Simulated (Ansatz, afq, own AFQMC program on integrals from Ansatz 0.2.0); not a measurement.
AlH, singlet in cc-pVTZ, levels against full CI

```xyz
2

Al    0.0000    0.0000    0.0000
H     0.0000    0.0000    1.6649
```

Basis cc-pVTZ. Noble-gas cores (and the filled d shells of Ga–Kr and In–Xe) are frozen. Integrals, coupled cluster, full CI and functionals: Ansatz 0.2.0; the random walks run on the same integrals in our own AFQMC program. ph-AFQMC/CISD is guided by a CISD state made of CCSD amplitudes; releasing the constraint for a short imaginary time cuts its bias at the price of noise, slowly where states lie close. Free AFQMC starts from the CCSD state and is never constrained. Its projection time is finite, and what remains of the start isn't in its error. Uncertainties: one standard error, sampling alone.

Determinant: UHF, the one that the program's search chose, which needn't be the lowest solution. The geometry is a point of a scan.

Full CI on the same integrals is exact in this basis and with this determinant's frozen core.

Cautions: an unrestricted solution with more broken spin lies lower (13 meV, ⟨S²⟩ 0.16), while this determinant keeps restricted orbitals.

```
T1 diagnostic                               : 0.0133
weight of the determinant in the CISD state : 0.914
⟨S²⟩ of the determinant                     : 0.000
size of the correlated space                : 4 electrons in 43 orbitals
```

Reference: full CI, correlation energy -2.294 eV. The released energy is read at 2.40 1/Eh (meV from the phaseless value at times in 1/Eh: -1.1 ± 0.9 at 0.24, -2.7 ± 0.9 at 0.51, -3.5 ± 0.8 at 0.99, -4.1 ± 0.7 at 1.62, -2.8 ± 0.7 at 2.40).

```tsv
level	E − E(reference) (meV)	share of correlation (%)
HF	2294.1	0.00
MP2	606.0	73.59
CCSD	50.9	97.78
CCSD(T)	12.0	99.48
CCSDT	1.6	99.93
CCSDT(Q)	0.3	99.99
ph-AFQMC/HF	-10.8 ± 16.3	100.47
ph-AFQMC/CISD	4.9 ± 1.1	99.79
released AFQMC	2.1 ± 0.7	99.91
free AFQMC	-0.5 ± 0.6	100.02
```

CCSDT and higher add their correlation energy to the determinant of the CCSD(T) run, since their own runs factorise the integrals more tightly (a shift of under 2 meV). Free projections are given only where their last times agree within the noise and don't stop above the reference; a slow remainder of the start can still hide under it. A walk keeps the symmetry of its determinant, which the program's search chose and which needn't be the lowest solution, so a lower state of the same spin and another symmetry isn't excluded. Released energies are given only where the last usable release times agree within the noise; a slower fall can still hide under it.
